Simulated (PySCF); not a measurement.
**Accurate constants of SiP, step by step**

Aim: bond length, wavenumber and bond energy of SiP near the limit of CCSD(T), built from two basis sets and any small corrections listed.

Computed with PySCF 2.14.0. Level: CCSD(T) on ROHF, no relativity in the base curves; scalar relativity is added as a correction.

## 1. Set-up

```yaml
molecule: SiP
state: doublet, unpaired electrons π ↑
smaller_basis: Si cc-pV(T+d)Z, P cc-pV(T+d)Z
larger_basis: Si cc-pV(Q+d)Z, P cc-pV(Q+d)Z
frozen_core_orbitals: 10
extrapolation: correlation as n⁻³ (n = 3, 4), Hartree–Fock as (n+1)·exp(−9√n)
corrections: core–valence correlation, scalar relativity
distances_Å: 1.8304, 1.9136, 1.9968, 2.0800, 2.1632, 2.2672, 2.3713
masses_u: 27.9769, 30.9738
dissociation_limit: Si + P
```

Launch:

```console
OMP_NUM_THREADS=4 python comp.py task.json out
```

## 2. The runs

Q: Predict the outcome of this session. Wanted: for each run, Re; ωe; ωexe; αe; De.

The runs gave:

```csv
level,Re (Å),ωe (cm⁻¹),ωexe (cm⁻¹),αe (cm⁻¹),De (eV)
CCSD(T)/cc-pVTZ(-PP),2.0900,611.6,2.44,0.00139,3.390
CCSD(T)/cc-pVQZ(-PP),2.0814,618.8,2.43,0.00139,3.599
HF/CBS,2.0433,691.1,2.02,0.00118,1.546
MP2/CBS,2.0719,636.7,2.04,0.00128,3.686
CCSD/CBS,2.0623,650.0,2.26,0.00130,3.475
CCSD(T)/CBS,2.0759,625.1,2.41,0.00139,3.738
CCSD(T)/CBS+CV,2.0703,627.4,2.41,0.00139,3.757
CCSD(T)/CBS+CV+SR,2.0700,626.3,2.41,0.00140,3.748
```

What this shows: The last step gives Re = 2.0700 Å, ωe = 626.3 cm⁻¹ and De = 3.748 eV; the smaller basis alone is off from it by +20.0 mÅ and -0.36 eV. Near the minimum the mean field binds by 1.53 eV and correlation adds 2.21 eV of binding. T1 is 0.025. Spin–orbit coupling and excitations beyond (T) are left out.
